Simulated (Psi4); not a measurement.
**CH6Si (methylsilane) at 3 levels**

Wanted: a comparison of 3 runs (HF/def2-TZVP, MP2/def2-TZVP, CCSD/def2-TZVP) of CH6Si (methylsilane). 

The results are computed with Psi4 1.11.

**1. The molecule**

The species is CH6Si (8 atoms), meant as a singlet with charge 0. SMILES: `C[SiH3]`. The C1–Si2 distance was set to 3.367 Å, away from the relaxed value. At this shape a bond of the SMILES string is far longer than usual.

Bond lengths: C1–H3 1.092 Å, C1–H4 1.092 Å, C1–H5 1.092 Å, Si2–H6 1.488 Å, Si2–H7 1.488 Å, Si2–H8 1.488 Å. Angles: H3–C1–H4 108.1°, H3–C1–H5 108.1°, H4–C1–H5 108.1°, H6–Si2–H7 108.2°, H6–Si2–H8 108.2°, H7–Si2–H8 108.2°.

**2. A single-point energy at HF/def2-TZVP (run 1)**

The input, calc.py:

```python
import psi4

psi4.set_memory(1600000000)
psi4.set_num_threads(1)
psi4.set_output_file('output.dat', False)

mol = psi4.geometry("""
0 1
C     -0.86290375     1.13981288    -4.47053265
Si     0.30692932    -0.40544074     1.59020453
H     -2.86406702     0.89938302    -4.91514741
H      0.22741153    -0.05290666    -5.75460155
H     -0.35626818     3.10697998    -4.83630804
H     -1.18100324     1.22117882     3.33610360
H      3.03406868    -0.07560794     2.19183664
H     -0.38382227    -3.08631960     2.08395218
units au
symmetry c1
""")

psi4.set_options({
    'basis': 'def2-TZVP',
    'puream': True,
    'e_convergence': 1e-09,
    'd_convergence': 1e-08,
    'scf_type': 'pk',
})

energy_value, wavefunction = psi4.energy("scf", molecule=mol, return_wfn=True)
psi4.oeprop(wavefunction, "MAYER_INDICES", "QUADRUPOLE", "DIPOLE", title="SCF")
print(f'scf energy: {energy_value:.10f} Eh')
```

Run with:

```
$ python calc.py
```

output.dat:

```text
[...]
  Running in c1 symmetry.
[...]
  Nuclear repulsion =   47.463556483744910
[...]
  Multiplicity = 1
[...]
  Nalpha       = 13
  Nbeta        = 13
[...]
    Number of basis functions: 104
[...]
   @RHF iter   1:  -329.98703265530889   -9.54559e-01   4.40334e-03 DIIS/ADIIS
[...]
   @RHF iter  10:  -330.14997014454661   -4.72369e-11   7.51336e-09 DIIS
[...]
  @RHF Final Energy:  -330.14997014454661
   => Energetics <=
    Nuclear Repulsion Energy =             47.4635564837449095
    One-Electron Energy =                -549.0922130322641124
    Two-Electron Energy =                 171.4786864039725742
    Total Energy =                       -330.1499701445466144
[...]
 Multipole Moments:
 ------------------------------------------------------------------------------------
     Multipole            Electronic (a.u.)      Nuclear  (a.u.)        Total (a.u.)
 ------------------------------------------------------------------------------------
 L = 1.  Multiply by 2.5417464519 to convert [e a0] to [Debye]
 Dipole X            :          0.5651227           -0.5378603            0.0272624
 Dipole Y            :         -0.7465306            0.7105228           -0.0360077
 Dipole Z            :          2.9280094           -2.7867843            0.1412252
 Magnitude           :                                                    0.1482712
 L = 2.  Multiply by 1.3450342976 to convert [e a0^2] to [Debye ang]
 Quadrupole XX       :        -42.4853384           24.7045117          -17.7808267
 Quadrupole XY       :         11.4559419          -11.5464200           -0.0904781
[...]
```

The script printed:

```text
scf energy: -330.1499701445 Eh
```

It took 3.9 s on 1 thread of Intel Xeon Platinum 8375C at 2.90GHz (Ice Lake), shared host; peak memory 0.42 GiB.

**3. A single-point energy at MP2/def2-TZVP (run 2)**

The input, ch6si.json:

```json
{
  "schema_name": "qcschema_input",
  "schema_version": 1,
  "molecule": {
    "schema_name": "qcschema_molecule",
    "schema_version": 2,
    "symbols": ["C", "Si", "H", "H", "H", "H", "H", "H"],
    "geometry": [-0.86290375, 1.13981288, -4.47053265, 0.30692932, -0.40544074, 1.59020453, -2.86406702, 0.89938302, -4.91514741, 0.22741153, -0.05290666, -5.75460155, -0.35626818, 3.10697998, -4.83630804, -1.18100324, 1.22117882, 3.3361036, 3.03406868, -0.07560794, 2.19183664, -0.38382227, -3.0863196, 2.08395218],
    "molecular_charge": 0,
    "molecular_multiplicity": 1,
    "fix_symmetry": "c1",
    "fix_com": true,
    "fix_orientation": true
  },
  "driver": "energy",
  "model": {
    "method": "mp2",
    "basis": "def2-TZVP"
  },
  "keywords": {
    "puream": true,
    "e_convergence": 1e-09,
    "d_convergence": 1e-08,
    "scf_type": "pk",
    "num_frozen_docc": 6,
    "mp2_type": "conv"
  }
}
```

Run with:

```
$ psi4 --qcschema ch6si.json -n 1 --memory 1600MB
```

stdout:

```text
[...]
  Running in c1 symmetry.
[...]
  Nuclear repulsion =   47.463556483744910
[...]
  Multiplicity = 1
[...]
  Nalpha       = 13
  Nbeta        = 13
[...]
    Number of basis functions: 104
[...]
   @RHF iter   1:  -329.98703265530844   -9.54559e-01   4.40334e-03 DIIS/ADIIS
[...]
   @RHF iter  10:  -330.14997014454610   -4.75779e-11   7.51336e-09 DIIS
[...]
  @RHF Final Energy:  -330.14997014454610
   => Energetics <=
    Nuclear Repulsion Energy =             47.4635564837449095
    One-Electron Energy =                -549.0922130322628618
    Two-Electron Energy =                 171.4786864039718353
    Total Energy =                       -330.1499701445461028
[...]
 Multipole Moments:
 ------------------------------------------------------------------------------------
     Multipole            Electronic (a.u.)      Nuclear  (a.u.)        Total (a.u.)
 ------------------------------------------------------------------------------------
 L = 1.  Multiply by 2.5417464519 to convert [e a0] to [Debye]
 Dipole X            :          2.4313549           -2.4040925            0.0272624
 Dipole Y            :         -3.2114223            3.1754145           -0.0360077
 Dipole Z            :         12.5957222          -12.4544971            0.1412252
 Magnitude           :                                                    0.1482712
[...]
	SCS-MP2 Total Energy (a.u.)        :  -330.48347419581410
	SOS-MP2 Total Energy (a.u.)        :  -330.46606299402436
	SCSN-MP2 Total Energy (a.u.)       :  -330.24190128999606
[...]
	SOS-PI-MP2 Total Energy (a.u.)     :  -330.51874513560404
[...]
	MP2 Total Energy (a.u.)            :  -330.46561445781396
[...]
```

The result, in JSON:

```text
{
 "driver": "energy",
 "model": {
  "method": "mp2",
  "basis": "def2-TZVP"
 },
 "success": true,
 "return_result": -330.46561445781396,
 "properties": {
  "calcinfo_nbasis": 104,
  "calcinfo_nmo": 104,
  "calcinfo_nalpha": 13,
  "calcinfo_nbeta": 13,
  "calcinfo_natom": 8,
  "nuclear_repulsion_energy": 47.46355648374491,
  "return_energy": -330.46561445781396,
  "scf_one_electron_energy": -549.0922130322629,
  "scf_two_electron_energy": 171.47868640397184,
  "scf_dipole_moment": [0.0272623948642714, -0.03600774972245846, 0.14122518874375345],
  "scf_total_energy": -330.1499701445461,
  "scf_iterations": 10,
  "mp2_same_spin_correlation_energy": -0.05223360536932604,
  "mp2_opposite_spin_correlation_energy": -0.26341070789854143,
  "mp2_singles_energy": 0.0,
  "mp2_doubles_energy": -0.3156443132678675,
  "mp2_correlation_energy": -0.31564431326785325,
  "mp2_total_energy": -330.46561445781396
 }
}
```

Run time: 6.6 s. Hardware: 1 thread of Intel Xeon Platinum 8375C at 2.90GHz (Ice Lake), shared host; peak memory 0.66 GiB.

**4. The energy at CCSD/def2-TZVP (run 3)**

The input, ch6si.inp:

```
memory 1600 MB

molecule molecule1 {
  0 1
  C
  Si 1 r2
  H 1 r3 2 a3
  H 1 r4 3 a4 2 d4
  H 1 r5 3 a5 4 d5
  H 2 r6 1 a6 3 d6
  H 2 r7 6 a7 1 d7
  H 2 r8 6 a8 7 d8

  r2 = 3.3672
  r3 = 1.092228
  a3 = 110.80189
  r4 = 1.092235
  a4 = 108.10966
  d4 = 121.59509
  r5 = 1.092237
  a5 = 108.10933
  d5 = 116.80952
  r6 = 1.488108
  a6 = 110.7078
  d6 = -59.98094
  r7 = 1.488112
  a7 = 108.20723
  d7 = 121.48456
  r8 = 1.488111
  a8 = 108.20759
  d8 = 117.03026
  units angstrom
  symmetry c1
}

set globals {
  basis def2-TZVP
  puream true
  e_convergence 1e-09
  d_convergence 1e-08
  scf_type pk
  num_frozen_docc 6
}

e, wfn = energy("ccsd", return_wfn=True)
```

Run with:

```
$ psi4 -n 1 ch6si.inp ch6si.out
```

ch6si.out:

```text
[...]
  Running in c1 symmetry.
[...]
  Nuclear repulsion =   47.463555806133925
[...]
  Multiplicity = 1
[...]
  Nalpha       = 13
  Nbeta        = 13
[...]
    Number of basis functions: 104
[...]
   @RHF iter   1:  -329.98703254407553   -9.54559e-01   4.40334e-03 ADIIS/DIIS
[...]
   @RHF iter  10:  -330.14997011892353   -4.71232e-11   7.51337e-09 DIIS
[...]
  @RHF Final Energy:  -330.14997011892353
   => Energetics <=
    Nuclear Repulsion Energy =             47.4635558061339253
    One-Electron Energy =                -549.0922114762194042
    Two-Electron Energy =                 171.4786855511619592
    Total Energy =                       -330.1499701189235338
[...]
 Multipole Moments:
 ------------------------------------------------------------------------------------
     Multipole            Electronic (a.u.)      Nuclear  (a.u.)        Total (a.u.)
 ------------------------------------------------------------------------------------
 L = 1.  Multiply by 2.5417464519 to convert [e a0] to [Debye]
 Dipole X            :          0.0000049           -0.0000064           -0.0000015
 Dipole Y            :          0.0000359           -0.0000389           -0.0000030
 Dipole Z            :          3.0740712           -2.9257999            0.1482713
 Magnitude           :                                                    0.1482713
[...]
      * MP2 total energy                      = -330.465614434238432
[...]
      * CCSD total energy                     = -330.516481917456872
[...]
```

Run time: 23 s. Hardware: 1 thread of Intel Xeon Platinum 8375C at 2.90GHz (Ice Lake), shared host; peak memory 1.2 GiB.

**5. All runs side by side**

```csv
run,level,frozen core orbitals,mp2 type,energy (Eh),HOMO energy (eV),LUMO energy (eV),HOMO–LUMO gap (eV),wall time
1,HF/def2-TZVP,0,–,-330.149970,-7.90,0.17,8.07,3.9 s
2,MP2/def2-TZVP,6,conv,-330.465614,-7.90,0.17,8.07,6.6 s
3,CCSD/def2-TZVP,6,–,-330.516482,-7.90,0.17,8.07,23 s
```

**6. Outcome**

```
                                          quantity          value
                               run 3: total energy  -330.51648 Eh
        run 3: HOMO energy (Hartree–Fock orbitals)       -7.90 eV
        run 3: LUMO energy (Hartree–Fock orbitals)        0.17 eV
      run 3: HOMO–LUMO gap (Hartree–Fock orbitals)        8.07 eV
run 3: correlation energy (6 core orbitals frozen)     -366.5 mEh
                              run 3: T1 diagnostic          0.021
```

What this shows: Below the HF energy at the same shape and in the same basis (def2-TZVP): MP2 -315.6 mEh; CCSD -366.5 mEh. In runs 1, 2, 3 a closed-shell determinant meets a far-stretched bond, which it describes badly. All runs together took 34 s, the longest 23 s.
